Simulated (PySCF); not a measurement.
# Simulated absorption spectrum

Species: HF.
Hydrogens: H2 on F1.

Computed, not measured: PySCF 2.14.0, density-fitted response routines, TDDFT CAM-B3LYP/aug-cc-pVTZ, vertical, gas phase, core orbitals frozen in the response. Geometry: PBE0-D3(BJ)/def2-TZVP; no solvent, vibrations or thermal averaging.

Computed states:

```
state  E (eV)       f
   S1    9.62   0.035
   S2    9.62   0.035
   S3   12.53  0.0094
   S4   12.53  0.0094
   S5   13.42   0.108
   S6   13.48  0.0000
   S7   13.53  0.0000
   S8   13.53  0.0000
   S9   13.95  0.0047
  S10   13.95  0.0047
```

Each state is given a Gaussian of 0.3 eV full width at half maximum, with ε(max) = 2.175×10⁸ f / Δν̃ (Δν̃ the width in cm⁻¹). The width is an assumption, not a result. The curve ends short of the highest state used, and states not computed would add to its high-energy end.

(1) Give the broadened spectrum and its maxima.

(2) Coming from long wavelengths, where does ε first pass 100 L mol⁻¹ cm⁻¹?

## Answers

(1) 
(E (eV), ε (L mol⁻¹ cm⁻¹)): (9.17, 11), (9.29, 202), (9.41, 1532), (9.53, 4786), (9.65, 6158), (9.77, 3263), (9.89, 712), (10.01, 64), (10.13, 2), (10.25, 0), (10.37, 0), (10.49, 0), (10.61, 0), (10.73, 0), (10.85, 0), (10.97, 0), (11.08, 0), (11.20, 0), (11.32, 0), (11.44, 0), (11.56, 0), (11.68, 0), (11.80, 0), (11.92, 0), (12.04, 1), (12.16, 23), (12.28, 235), (12.40, 981), (12.52, 1685), (12.64, 1191), (12.76, 347), (12.88, 43), (13.00, 40), (13.11, 459), (13.23, 3015), (13.35, 8157)

Maxima: 129 nm (9.62 eV), ε about 6300, made up of S1 (50%) and S2 (50%); 99 nm (12.53 eV), ε about 1700, made up of S3 (50%) and S4 (50%) (ε in L mol⁻¹ cm⁻¹; maxima over ε = 5, shares over 10%). At its high-energy end, 13.35 eV, the curve is still rising (ε about 8200, from S5).

(2) At about 134 nm (9.26 eV), 0.37 eV below S1.
